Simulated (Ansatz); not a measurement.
A calculation with Ansatz (development build ahead of 0.2.0).

```yaml
crystal:
  periodic: [false, false, false]
  atoms:
    - { symbol: "N", position_ang: [-0.06492, 0.03084, -0.26342] }
    - { symbol: O, position_ang: [-0.03578, 1.07558, 0.14632] }
    - { symbol: O, position_ang: [0.04438, -1.04918, 0.13172] }
basis:
  gaussian: { orbitals: "6-31G" }
magnetization:
  spin_polarized: true
  initial_magnetization: 1
hamiltonian:
  xc: hf
correlation:
  method: mp2
  frozen_orbitals: { "N": 1, O: 1 }
```

The input is written out in the form of the current development build from the run's settings.

The run gave:

```
Converged                       : yes
Reference energy                : -203.89606 hartree
Correlation energy              : -0.36920 hartree
Total energy                    : -204.26526 hartree
Spin squared of the determinant : 0.765
```
